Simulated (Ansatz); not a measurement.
Mulliken charges of C₂Cl₂F₂, SMILES `F/C(Cl)=C(\F)Cl` from PBE/def2-TZVPP in Ansatz (PBE0-D4/def2-TZVP geometry).

```csv
atom,x (Å),y (Å),z (Å),charge (e)
F1,0.272,-1.737,-0.393,-0.115
C2,0.289,-0.568,0.224,0.139
Cl3,1.121,-0.555,1.696,-0.024
C4,-0.321,0.481,-0.320,0.139
F5,-0.944,0.356,-1.480,-0.115
Cl6,-0.382,2.031,0.353,-0.024
```

Task: By hand: the dipole of these point charges (1 e Å = 4.8032 D).

Result: Σ q r = (0.055, 0.111, 0.153) e Å, of length 0.197 e Å = 0.95 D.

Task: How does the dipole of the full density compare? (Best estimate.)

Result: Computed: (0.045, 0.091, 0.124) e Å, 0.77 D; the point charges give 1.23 times that, at 0° from its direction.

Point charges leave out the atoms' own dipoles, such as those of lone pairs, and Mulliken's split depends on the basis, so the two needn't agree.
